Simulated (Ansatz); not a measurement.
All values below come from Ansatz (an electronic-structure program) with frozen-core CCSD(T)/def2-TZVPP // PBE0-D3(BJ)/def2-TZVP.

Ansatz 0.2 input:
```yaml
crystal:
  periodic: [false, false, false]
  atoms:
    - { symbol: C, position_ang: [-1.290238, -0.063699, 0.053388] }
    - { symbol: C, position_ang: [0.093761, -0.249957, 0.546169] }
    - { symbol: C, position_ang: [1.251945, 0.110712, -0.30323] }
    - { symbol: H, position_ang: [-1.414357, -0.474057, -0.955742] }
    - { symbol: H, position_ang: [-2.02675, -0.536857, 0.705413] }
    - { symbol: H, position_ang: [-1.559751, 1.002407, -0.018293] }
    - { symbol: H, position_ang: [0.255061, -0.444974, 1.600275] }
    - { symbol: H, position_ang: [1.347107, 1.201823, -0.424692] }
    - { symbol: H, position_ang: [1.148007, -0.296951, -1.315698] }
    - { symbol: H, position_ang: [2.195213, -0.248447, 0.112411] }
basis:
  gaussian: { orbitals: def2-TZVPP }
correlation:
  method: ccsd_t
magnetization:
  spin_polarized: true
  initial_magnetization: 1
```

Output:

```
Functional definition: HF
1096 factors; integrals over basis functions are off by at most 1.1e-3 eV
mean field evaluation 1: about -3199.2543 eV, gradient 2.2e1 eV
mean field evaluation 2: about -3199.2575 eV, gradient 2.2e1 eV
mean field evaluation 4: about -3202.2237 eV, gradient 2.6e0 eV
mean field evaluation 8: about -3202.2966 eV, gradient 1.3e-1 eV
mean field evaluation 16: about -3202.2877 eV, gradient 6.3e-1 eV
mean field -3202.29695652 eV, -117.6822425572 hartree, gradient 1.7e-6 eV, S^2 0.764499; 0 other end points of the search recorded, 0 dependent functions left out
3 core orbitals not correlated
reference -3202.29695652 eV, -117.6822425572 hartree; 10, 9 occupied and 178, 179 virtual orbitals, 1096 factors
second order -13.69635861 eV of doubles, -0.00000000 eV of singles
cycle   1  -14.45677247 eV  change   -7.6e-1 eV  update   7.1e-2
cycle   2  -14.81041583 eV  change   -3.5e-1 eV  update   2.2e-2
cycle   3  -14.86269999 eV  change   -5.2e-2 eV  update   9.4e-3
cycle   4  -14.86072531 eV  change    2.0e-3 eV  update   3.2e-3
cycle   5  -14.86089739 eV  change   -1.7e-4 eV  update   1.2e-3
cycle   6  -14.86095408 eV  change   -5.7e-5 eV  update   3.9e-4
cycle   7  -14.86097049 eV  change   -1.6e-5 eV  update   1.3e-4
cycle   8  -14.86098309 eV  change   -1.3e-5 eV  update   4.8e-5
cycle   9  -14.86097428 eV  change    8.8e-6 eV  update   1.8e-5
perturbative correction -0.52883853 eV, -0.0194344576 hartree
Total energy: -3217.68676933 eV, -118.2478077464 hartree
```

Cost: around 13 core-minutes (rough).
